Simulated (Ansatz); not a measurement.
Run this with Ansatz 0.2.0, Python API and show what comes out.

Script `cas_ch4o.py`:
```python
# -*- coding: utf-8 -*-
"""Static correlation in CH4O: natural occupations of an active space."""

from dataclasses import dataclass

import ansatz as az
from rdkit import Chem
from rdkit.Chem import AllChem


@dataclass(frozen=True)
class Settings:
    basis: str = "cc-pVDZ"


settings = Settings()

# start geometry from RDKit
rd = Chem.AddHs(Chem.MolFromSmiles("CO"))
AllChem.EmbedMolecule(rd, randomSeed=271)
AllChem.UFFOptimizeMolecule(rd)
molecule = az.Crystal.molecule()
for atom, xyz in zip(rd.GetAtoms(), rd.GetConformer().GetPositions()):
    molecule = molecule.atom(atom.GetSymbol(), xyz.round(5).tolist())

job = molecule.calculation()
job = job.basis(gaussian=settings.basis).correlation(active_electrons=6, active_orbitals=7)
for method in [None, "sc_nevpt2", "fic_mrcisd_q"]:
    summary = (job if method is None else job.correlation(method)).run(threads=1, backend="cpu").report
    space = summary["configurations"]
    state = space["states"][0]
    print(method or "casscf", f"total {summary['free_energy_ev'] / 27.211386246:.6f} Ha, active-space state {state['energy']['hartree']:.6f} Ha, mean field {summary['reference_energy_ev'] / 27.211386246:.6f} Ha")
    print("  determinants", state["n_determinants"], " natural occupations", [round(n, 3) for n in space["natural_occupations"]])
```

```console
$ python cas_ch4o.py
casscf total -115.141299 Ha, active-space state -115.141299 Ha, mean field -115.046188 Ha
  determinants 1225  natural occupations [1.983, 1.976, 1.971, 0.027, 0.024, 0.016, 0.003]
RunWarning: the results are in doubt because another end's mean lies 0.786 eV lower, and its corrected mean 0.247 eV higher
sc_nevpt2 total -115.385703 Ha, active-space state -115.112404 Ha, mean field -115.046188 Ha
  determinants 1225  natural occupations [1.982, 1.975, 1.973, 0.022, 0.021, 0.021, 0.005]
fic_mrcisd_q total -115.418337 Ha, active-space state -115.141298 Ha, mean field -115.046188 Ha
  determinants 1225  natural occupations [1.983, 1.976, 1.971, 0.027, 0.024, 0.016, 0.003]
```
(Warnings from the package without file and line.)

Total energies depend on the basis set; only differences at equal settings carry meaning. The geometry is a force-field or estimated start, not a minimum of this method, and the basis set is short of its limit. The active space starts as a window about the frontier orbitals and is then optimised, not chosen by chemistry. A lower CASSCF solution was found and passed over, so the printed active-space state isn't the lowest. It ran for 37 s on 1 thread of Arm Neoverse V1, on a shared host, peak memory 0.32 GiB.

(Lines on the test bed's own set-up are left out of the output.)
